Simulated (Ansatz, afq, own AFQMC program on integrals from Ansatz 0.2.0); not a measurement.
# B, doublet in cc-pVTZ, levels against full CI

A free B atom.

Basis cc-pVTZ. Only valence electrons are correlated. AFQMC by an in-house program on the Cholesky factors that Ansatz 0.2.0 writes for its CCSD(T) run. The CISD trial takes its coefficients from CCSD amplitudes. Released means that phaseless walkers are propagated on without the constraint, phases kept. Free projection: walkers drawn from exp(T), propagated without any constraint. Its projection time is finite, and what remains of the start isn't in its error. Uncertainties: one standard error, sampling alone.

Determinant: UHF, the one that the program's search chose, which needn't be the lowest solution.

Full CI on the same integrals is exact in this basis and with this determinant's frozen core.

Cautions: the released energies move by 1.5 errors or more from one time to the next, so no released level is given (meV from the phaseless value at times in 1/Eh: 3 ± 3 at 0.24, 2.4 ± 2.0 at 0.51, -0.5 ± 2.4 at 0.99, 0 ± 3 at 1.62, -7 ± 3 at 2.40), though the last usable value meets full CI within the noise; the ph-AFQMC/HF walk drifts between its halves (2.2 errors).

The T1 diagnostic is 0.0133 and the weight of the determinant in the CISD state is 0.932. The ⟨S²⟩ of the determinant is 0.760 and the size of the correlated space is 3 electrons in 29 orbitals.

| level | correlation energy (eV) |
| --- | --- |
| MP2 | -1.1995 |
| CCSD | -1.7611 |
| CCSD(T) | -1.7968 |

(1) Estimate where free-projection AFQMC lies against CCSD(T) on the same integrals.

(1) 0.48 ± 0.10 mEh below CCSD(T).

Reference: full CI, correlation energy -1.808 eV.

| level | E − E(reference) (mEh) | share of correlation (%) |
| --- | --- | --- |
| CCSD(T) | 0.42 | 99.37 |
| ph-AFQMC/HF | 8.14 ± 0.81 | 87.75 |
| ph-AFQMC/CISD | 0.15 ± 0.08 | 99.78 |
| free AFQMC | -0.06 ± 0.10 | 100.08 |

Free projections are given only where their last times agree within the noise and don't stop above the reference; a slow remainder of the start can still hide under it. A walk keeps the symmetry of its determinant, which the program's search chose and which needn't be the lowest solution, so a lower state of the same spin and another symmetry isn't excluded.
